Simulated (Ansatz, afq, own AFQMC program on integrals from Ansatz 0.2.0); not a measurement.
AFQMC on a folder of integrals that Ansatz 0.2.0 wrote.

```yaml
crystal:
  periodic: [false, false, false]
  atoms:
    - {symbol: Al, position_ang: [0.000000, 0.000000, 0.000000]}
    - {symbol: H, position_ang: [0.000000, 0.000000, 3.194000]}
basis:
  gaussian: {orbitals: aug-cc-pVDZ}
total_charge: -1
magnetization: {spin_polarized: true, initial_magnetization: 1}
correlation: {method: ccsd_t, electrons: outside_noble_gas, hamiltonian_folder: ham}
```

```sh
$ ansatz run in.yaml --threads 1 --pin off --events-out ev --progress --plain --max-ram 24576MiB --backend cuda --devices 0, --max-vram 18GiB
```

afq runs on the folder ham with

```
--method phaseless --trial cisd --walkers 4000 --populations 20 --least-time 60 --time-step 0.005 --steps-per-block 50 --equilibration-blocks 40 --max-blocks 4000 --target-error 0.00027 --factor-cut 1e-05 --start spin_pure --seed 3592 --release-times 0.24,0.51,0.99,1.62,2.4 --release-step 0.03 --release-every 3 --taylor-order 6
```

Times are imaginary, in 1/Eh. The walk had a cap of 122 s. With eight or more populations the least sampling time is a fifth of least-time, and the error comes from their spread.

Output of the walk:

```
orbitals 31  electrons 3 2  factors 194 of 356
reference energy -242.38866224 Eh
CCSD correlation -0.08869488 Eh in 17 cycles, weight of the determinant in the CISD state 0.8188
energy of the start -242.474051 Eh
 block  time / (1/Eh)  mean weight  energy / Eh
     1     0.250  0.9999  -242.474371
     2     0.500  1.0001  -242.474914
     3     0.750  1.0000  -242.475537
     4     1.000  1.0001  -242.476190
     5     1.250  1.0000  -242.476792
     8     2.000  1.0001  -242.478378
    11     2.750  1.0001  -242.479250
    15     3.750  1.0000  -242.479887
    17     4.250  1.0000  -242.480160
    23     5.750  1.0000  -242.480872
    29     7.250  1.0000  -242.480551
    35     8.750  0.9999  -242.480381
    41    10.250  1.0000  -242.480739
    47    11.750  1.0000  -242.480864
    53    13.250  0.9998  -242.480911
    59    14.750  0.9998  -242.481297
    65    16.250  0.9997  -242.481542
    71    17.750  1.0000  -242.481139
    77    19.250  1.0001  -242.481018
    83    20.750  0.9999  -242.481088
    89    22.250  0.9999  -242.481117
error from the spread of 20 populations
released: time / (1/Eh)  energy / Eh  error  mean overlap
  0.24  -242.481215  0.000075  0.9994
  0.51  -242.481292  0.000053  0.9997
  0.99  -242.481386  0.000061  1.0006
  1.62  -242.481520  0.000055  1.0019
  2.40  -242.481673  0.000056  1.0013
energy -242.481102 +/- 0.000086 Eh
(rows thinned)
```

The run passed its tests (sampling time, drift between the halves within three errors, error under three times the target), which doesn't prove that it has relaxed.

Against this walk (error 2.4 meV) on the same determinant: CCSD(T) 23.5 meV higher, CCSDT(Q) 24.8 meV lower, CCSDTQ 25.7 meV lower, full CI 25.8 meV lower. The error is statistical and leaves out the bias of the constraint. The determinant has ⟨S²⟩ = 0.93, so the low cluster orders mix in higher spin, while the walk starts as a pure doublet. The released energies are still falling (meV from the phaseless value at times in 1/Eh: -3.1 ± 2.0 at 0.24, -5.2 ± 1.4 at 0.51, -7.7 ± 1.7 at 0.99, -11.4 ± 1.5 at 1.62, -15.6 ± 1.5 at 2.40), so they give no level; they do show a bias of the constraint, and the last of them that isn't too noisy lies 10 meV above full CI. Full CI is exact here, so the walk's 26 meV above it is the walk's own error: the bias of the constraint with this trial. The determinant is a poor start (see the cautions), so the low cluster orders aren't to be relied on, and full CI is the sure value.

Cautions: constraint bias not in the error; an unrestricted solution with more broken spin lies lower (60 meV, ⟨S²⟩ 1.14); strong correlation (T1 0.080, weight of the determinant 0.82, largest double 0.09); unrestricted determinant spin contaminated (⟨S²⟩ 0.93 against 0.75).

The walk took 35 s on 1 × NVIDIA H100 80GB HBM3 with 2 threads of AMD EPYC 7R13 Processor (Zen 3) (shared host) (the card was shared). The log's last line is the phaseless energy.

CCSDT and higher add their correlation energy to the determinant of the CCSD(T) run, since their own runs factorise the integrals more tightly (a shift of under 2 meV). A walk keeps the symmetry of its determinant, which the program's search chose and which needn't be the lowest solution, so a lower state of the same spin and another symmetry isn't excluded.
